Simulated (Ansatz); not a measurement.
# Si2HO (doublet): the correlation ladder at a displaced geometry (v2), cc-pVDZ

How much of the correlation energy of Si2HO (doublet) does each wave-function method recover here?

The runs use Ansatz 0.2.0, Gaussian basis; cc-pVDZ, core rule «outside noble gas», up to 11 orbitals frozen.

Plan: UHF; CCSD(T) on ROHF; CCSD(T) on UHF; BCCD(T) on ROHF; CISD; CCSDT(Q) on ROHF; CCSDT(Q) on UHF; CASSCF and MRCISD+Q, 9 electrons in 9 orbitals; CASSCF and NEVPT2, 9 electrons in 9 orbitals.

22 further runs of the same task are left out: 7 that didn't finish, 15 set aside as unsound or not needed.

### Step 1. The system

The geometry is a PBE0/def2-TZVP stationary point (not a proven minimum) with its atoms shifted at random (size 0.100 Å).

4 atoms, charge 0, spin multiplicity 2.

Atoms are counted from 1 here; the program's logs count them from 0.

Bond lengths: Si1–O2 1.615 Å, O2–Si3 1.685 Å, Si3–H4 1.481 Å. Angles: Si1–O2–Si3 168.8°, O2–Si3–H4 93.9°.

### Step 2. UHF

The input, in.yaml:

```yaml
crystal:
  periodic: [false, false, false]
  atoms:
    - {symbol: Si, position_ang: [0.069990, 0.027709, 1.658637]}
    - {symbol: O, position_ang: [-0.094885, 0.063716, 0.052720]}
    - {symbol: Si, position_ang: [-0.018264, -0.112274, -1.621447]}
    - {symbol: H, position_ang: [0.064844, 1.344970, -1.873124]}
basis:
  gaussian: {orbitals: cc-pVDZ}
magnetization: {spin_polarized: true, initial_magnetization: 1}
hamiltonian: {xc: hf}
output: {orbitals: {seedname: orbitals}}
```

Run with:

```console
$ ansatz run in.yaml --threads 1 --pin off --events-out ev --progress --plain --max-ram 2393MiB
```

The runs that follow: CCSD(T) on ROHF; CCSD(T) on UHF; BCCD(T) on ROHF; CISD; CCSDT(Q) on ROHF; CCSDT(Q) on UHF; CASSCF and MRCISD+Q, 9 electrons in 9 orbitals; CASSCF and NEVPT2, 9 electrons in 9 orbitals.

Q: Predict the results of all the runs planned. Wanted: UCCSDT(Q) below the RHF energy; RMP2 from UCCSDT(Q); UMP2 from UCCSDT(Q); RCCSD from UCCSDT(Q); RCCSD(T) from UCCSDT(Q); UCCSD(T) from UCCSDT(Q); RCCSDT(Q) from UCCSDT(Q); NEVPT2 frontier from UCCSDT(Q); MRCISD+Q frontier from UCCSDT(Q).

**Answer**, as computed:

| quantity | value |
| --- | --- |
| UCCSDT(Q) below the RHF energy | -10.1977 eV |
| RMP2 from UCCSDT(Q) | +30.19 kcal/mol |
| UMP2 from UCCSDT(Q) | +30.53 kcal/mol |
| RCCSD from UCCSDT(Q) | +8.69 kcal/mol |
| RCCSD(T) from UCCSDT(Q) | +1.65 kcal/mol |
| UCCSD(T) from UCCSDT(Q) | +1.67 kcal/mol |
| RCCSDT(Q) from UCCSDT(Q) | +0.14 kcal/mol |
| NEVPT2 frontier from UCCSDT(Q) | +46.31 kcal/mol |
| MRCISD+Q frontier from UCCSDT(Q) | +2.79 kcal/mol |
| levels within 1 kcal/mol (43 meV) | RCCSDT, UCCSDT, RCCSDT(Q) |
| T1 diagnostic | 0.033 |

What this shows: RCCSD(T) misses by +1.65 kcal/mol, 0.7 % of the correlation energy. Of the multireference levels listed MRCISD+Q frontier comes nearest in total energy (+2.79 kcal/mol), which doesn't show that its space is the better one. Coupled cluster took another determinant than the lowest Hartree-Fock one. These misses are within one basis, not against nature; the frozen cores of restricted and unrestricted runs differ, which can shift their rows.
